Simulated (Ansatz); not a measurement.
```yaml
crystal:
  periodic: [false, false, false]
  atoms:
    - {symbol: Mo, position_ang: [0.000000, 0.000000, 0.000000]}
    - {symbol: C, position_ang: [0.000000, 0.000000, 2.210000]}
basis:
  gaussian: {orbitals: def2-TZVP}
total_charge: 1
magnetization: {spin_polarized: true, initial_magnetization: 1}
hamiltonian: {xc: pbe0}
relax: {f_tol: 0.004, max_steps: 80}
```

```sh
$ ansatz run in.yaml --threads 1 --pin off --events-out ev --progress --plain --max-ram 2176MiB
```

Steps of the relaxation (energy above the last step; positions in Å, forces in eV/Å):

```
2
step 1, 2308.4 meV
Mo    0.000    0.000    0.000    0.000    0.000    4.565
C     0.000    0.000    2.210    0.000    0.000   -4.565
```

```
2
step 2, 686.6 meV
Mo    0.000    0.000    0.195    0.000    0.000    2.889
C     0.000    0.000    2.015    0.000    0.000   -2.889
```

```
2
step 3, 884.9 meV
Mo    0.000    0.000    0.373    0.000    0.000  -12.672
C     0.000    0.000    1.837    0.000    0.000   12.672
```

```
2
step 5, 49.3 meV
Mo    0.000    0.000    0.271    0.000    0.000    2.084
C     0.000    0.000    1.939    0.000    0.000   -2.084
```

```
2
step 7, 0.0 meV
Mo    0.000    0.000    0.294    0.000    0.000   -0.044
C     0.000    0.000    1.916    0.000    0.000    0.044
```

```
2
step 8, 0.0 meV
Mo    0.000    0.000    0.293    0.000    0.000    0.003
C     0.000    0.000    1.917    0.000    0.000   -0.003
```

Close pairs at the end: Mo1–C2 1.623 Å.

A stationary point of unrestricted PBE0 after 8 steps, with ⟨S²⟩ = 0.818 against 0.75 for a pure state. 2.4 min on 1 thread of Arm Neoverse N1, shared host.
